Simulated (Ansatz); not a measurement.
**[SiH3···H···BH2], doublet: transfer scan**

Starting geometry:

```xyz
8

Si   -0.8719    0.0000    0.0000
H    -1.3668    1.3997    0.0000
H    -1.3668   -0.6999    1.2122
H    -1.3668   -0.6999   -1.2122
H     0.6127    0.0000    0.0000
B     2.1031    0.0000    0.0000
H     2.6122    0.0000    1.0770
H     2.6122    0.0000   -1.0770
```

From there H5 is moved from one fragment to the other while all else, the fragments' distance too, stays fixed, so the hump isn't the reaction's barrier; atoms are numbered as listed. Energies are in kJ/mol, counted from the starting geometry at the same level.

Basis cc-pVDZ; Ansatz 0.2.0. Correlated methods freeze the noble-gas cores. Prefix R: restricted or restricted open-shell reference; prefix U: unrestricted. Active spaces: frontier = (9e, 9o) about the gap.

For open shells CISD is restricted-active-space CI with the open shells as a complete middle space. Runs in a small pair space aren't shown, since their orbitals change along the scan.

Full CI isn't at hand for all of this; UCCSDT(Q) serves as the reference, and is uncertain by about the last step of the cluster series. The frozen core follows each run's orbitals, which can shift R against U totals by a few meV.

| distance Si1-H5 (Å) | UCCSDT(Q) | error RMP2 | error CISD | error BCCD(T) | error RCCSDT | error UCCSDT | error CASSCF (frontier space) |
| --- | --- | --- | --- | --- | --- | --- | --- |
| 1.485 | 0.0 | 0.0 | 0.0 | 0.0 | 0.0 | 0.0 | 0.0 |
| 1.530 | -3.5 | 0.0 | 0.7 | 0.1 | 0.0 | 0.0 | 9.6 |
| 1.622 | 0.8 | 0.0 | 2.2 | 0.2 | 0.1 | 0.1 | 6.7 |
| 1.713 | 8.5 | -1.1 | -0.5 | 0.0 | 0.0 | 0.0 | 6.5 |
| 1.805 | 5.8 | -1.3 | -2.4 | -0.2 | -0.1 | -0.1 | 4.4 |

Errors are those of relative energies. In total energy the starting point itself misses UCCSDT(Q) by: RMP2 149.2, CISD 76.2, BCCD(T) 3.4, RCCSDT 0.5, UCCSDT 0.4, CASSCF (frontier space) 522.5 kJ/mol.

Spread of the error over the points with a reference, to 1.805 Å (largest less smallest): UCCSDT 0.1, RCCSDT 0.1, BCCD(T) 0.3, RMP2 1.3, CISD 4.5, CASSCF (frontier space) 9.6 kJ/mol.
